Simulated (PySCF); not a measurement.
**The electron affinity along the third row**

Calculated with PySCF 2.14 from differences of total energies of unrestricted determinants, without spin-orbit coupling. Values in eV. The last column holds reference values (measured affinities from photodetachment; the arrow runs from anion to atom). Unmarked ones compare directly (S terms, centres of terms, or small fine structure); those marked * lie between the lowest fine-structure levels and include a spin-orbit shift.

| element | configurations | UHF | MP2 (valence) | SCS-MP2 (valence) | CCSD (valence) | PBE0 | r2SCAN | reference |
| --- | --- | --- | --- | --- | --- | --- | --- | --- |
| Al (aug-cc-pV(T+d)Z, non-relativistic) | [Ne] 3s2 3p2 → [Ne] 3s2 3p1 | 0.016 | 0.364 | 0.264 | 0.374 | 0.536 | 0.613 | 0.433 * |
| Si (aug-cc-pV(T+d)Z, non-relativistic) | [Ne] 3s2 3p3 → [Ne] 3s2 3p2 | 0.853 | 1.390 | 1.209 | 1.328 | 1.460 | 1.532 | 1.390 * |
| S (aug-cc-pV(T+d)Z, non-relativistic) | [Ne] 3s2 3p5 → [Ne] 3s2 3p4 | 0.889 | 1.936 | 1.933 | 1.864 | 2.068 | 2.123 | 2.077 * |
| Cl (aug-cc-pV(T+d)Z, non-relativistic) | [Ar] → [Ne] 3s2 3p5 | 2.378 | 3.634 | 3.535 | 3.412 | 3.572 | 3.613 | 3.613 * |

**Question.** Fill in the row of P (aug-cc-pV(T+d)Z, non-relativistic) ([Ne] 3s2 3p4 → [Ne] 3s2 3p3).

**Answer.** UHF -0.322; MP2 (valence) 0.467; SCS-MP2 (valence) 0.538; CCSD (valence) 0.546; PBE0 0.786; r2SCAN 0.779; reference 0.747 * (eV).

The highest occupied level of the anion is positive for Al⁻ at PBE0, r2SCAN; Si⁻ at PBE0, r2SCAN; P⁻ at PBE0, r2SCAN; S⁻ at PBE0, r2SCAN; Cl⁻ at r2SCAN, so there the basis helps to hold the electron.

"Valence" correlates the outer s and p shells and, in groups 3 to 12 and the f block, the outer d or f shell, open or full, or the next shell where the ion has no valence electron left; the wider scheme adds the next inner shell.
